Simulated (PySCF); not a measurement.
Structure problem from calculated spectra and properties.

Elements present: C and H. Monoisotopic mass: 70.0783 u.

| Item | Value |
| --- | --- |
| 13C NMR | chemical shifts (computed TMS as zero) by class: 150.9 (1 C), 120.8 (1 C), 43.8 (1 C), 29.6 (1 C), 17.7 (1 C) ppm [GIAO B97-2/pcSseg-2] |
| 1H NMR | chemical shifts (computed TMS as zero) by class: 6.24 (1 H), 5.31 (1 H), 5.20 (1 H), 2.06 (2 H), 1.36 (2 H), 1.00 (3 H) ppm [GIAO B97-2/pcSseg-2] |
| UV, first state | lowest singlet excitation: 6.60 eV (188 nm, f = 0.035) [TDDFT CAM-B3LYP/aug-cc-pVTZ] |
| Triplet | lowest triplet excitation (Tamm–Dancoff): 4.44 eV [TDA CAM-B3LYP/aug-cc-pVTZ] |
| UV, strongest line | among the 10 lowest singlet transitions: S3 at 7.10 eV (175 nm, f = 0.289) [TDDFT CAM-B3LYP/aug-cc-pVTZ] |
| Rotational structure | rotational constants A, B, C: 18.352, 2.144, 2.115 GHz [PBE0-D3(BJ)/def2-TZVP] |
| Dipole | 0.44 D [CAM-B3LYP/aug-cc-pVTZ] |
| Polarisability | 65.1 au [CAM-B3LYP/aug-cc-pVTZ] |

Electronic properties: PySCF, gas phase, density fitting. Levels stand in brackets. The structure is a single PBE0-D3(BJ)/def2-TZVP conformer in the gas phase; no vibrational or solvent corrections. NMR classes are plain means over equivalent atoms (diastereotopic ones count apart unless rotation or inversion swaps them), as if these changed places fast.

Task: Which formula fits the mass and the elements?

Result: C5H10 (calculated 70.0783). No other formula that holds each of these elements comes within 0.0003 u with a fitting electron parity and a possible valence count.

Task: Give a SMILES that accounts for the data.

Result: Numbering: `[CH2:1]=[CH:2][CH2:3][CH2:4][CH3:5]`. Its formula, C5H10, gives 1 degree of unsaturation: 0 rings and 1 π bond in the structure found. 5 carbons fall into 5 classes; from least to most shielded: alkene CH carbon [C2] (150.9 ppm), terminal =CH2 carbon [C1] (120.8 ppm), allylic carbon [C3] (43.8 ppm), chain CH2 carbon [C4] (29.6 ppm), methyl carbon [C5] (17.7 ppm). Hydrogen classes from least to most shielded: 1 H on an alkene CH carbon, C2 (6.24 ppm), 1 H on a terminal =CH2 carbon, C1 (5.31 ppm), 1 H on a terminal =CH2 carbon, C1 (5.20 ppm), 2 H on an allylic carbon, C3 (2.06 ppm), 2 H on a chain CH2 carbon, C4 (1.36 ppm), 3 H on a methyl carbon, C5 (1.00 ppm). The optimised geometry has point group C1 and is an asymmetric top. Structure: 1-pentene, `C=CCCC`. Computed isomers that give other values at the same levels: `CCC1CC1` (rotational constant A: 11.997 GHz; this holds for the one conformer computed); `CC1(C)CC1` (lowest singlet excitation: 6.91 eV (179 nm, f = 0.034)); `C/C=C/CC` (rotational constant A: 17.339 GHz; this holds for the one conformer computed). The assignments are read from this structure; whether some other isomer fits the data as well wasn't checked.

The values belong to the conformer `[CH2:1]=[CH:2][CH2:3][CH2:4][CH3:5]`: C1–C2–C3–C4 118°, C2–C3–C4–C5 177°.
